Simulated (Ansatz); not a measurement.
Basis-set extrapolation for `CCCCC` (PBE0-D4/def2-TZVP geometry, frozen core, Ansatz). Multiplicity 1, RHF reference.

```
                      def2-TZVPP   def2-QZVPP
                 HF  -196.406163  -196.415692
    MP2 correlation    -0.891424    -0.946317
CCSD(T) correlation    -0.989150      not run
```

Energies in hartree. Use E(X) = E(∞) + A·exp(−7.88·√X) for Hartree–Fock and E(X) = E(∞) + B·X^(−2.97) for correlation, with X = 3 and 4, and add CCSD(T) minus MP2 of the smaller set to the MP2 limit.

Problem. What is the CCSD(T) energy at the basis-set limit?

Solution. HF limit: -196.415692 + (-0.009529) × 0.13774 = -196.41700. MP2 limit: -0.946317 + (-0.054893) × 0.74074 = -0.98698. Higher-order term: -0.989150 − (-0.891424) = -0.09773. Total: -197.50171 hartree, 2.90 eV below CCSD(T)/def2-TZVPP.
